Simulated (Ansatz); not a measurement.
`N=CS`, charge 0, multiplicity 1.

(1) Give a relaxed structure at PBE0-D4/def2-TZVP (Ansatz). (Estimate.)

Results:

(1) The calculation gave: 
Z-matrix (Å, degrees):
```
C
S 1 1.747
N 1 1.261 2 123.4
H 1 1.096 2 111.0 3 180.0
H 2 1.345 1 94.8 3 0.0
H 3 1.018 1 110.8 2 180.0
```
Point group Cs.
